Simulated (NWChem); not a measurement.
**Atomisation of diphosphorus (P$_{2}$)**

SMILES: P#P
```xyz
2

P      0.0000     0.0000     0.9577
P      0.0000     0.0000    -0.9577
```
Charge 0, spin multiplicity 1.

Everything below was run with NWChem. Structure: optimised with PBE/def2-SVP, a minimum by its harmonic frequencies.

Basis set: def2-TZVP. The atomisation energy is electronic alone: no zero-point, thermal, spin-orbit or counterpoise terms. No value is extrapolated to the basis-set limit. Free atoms are single determinants with multiplicities P 4. Correlated methods freeze the same cores in atoms and molecule, 10 orbitals in all.

| method | atomisation energy (kcal/mol) |
|---|---|
| HF | 36.7 |
| B3LYP | 115.4 |
| MP2 | 108.0 |
| CCSD(T) | 104.4 |
| M06-2X | 118.1 |
| LDA (SVWN5) | 142.9 |
| BP86 | 124.2 |
| TPSS | 116.1 |
| PBE0 | 110.9 |
| PBE | 121.6 |

The values span 106.2 kcal/mol, from HF (lowest) to LDA (SVWN5) (highest). 

B3LYP has NWChem's definition, with VWN1-RPA local correlation. No SCF solution was tested for a lower state. Open-shell Hartree-Fock references start from PBE0 orbitals. Coupled-cluster values serve here as a point of comparison, not as the truth.
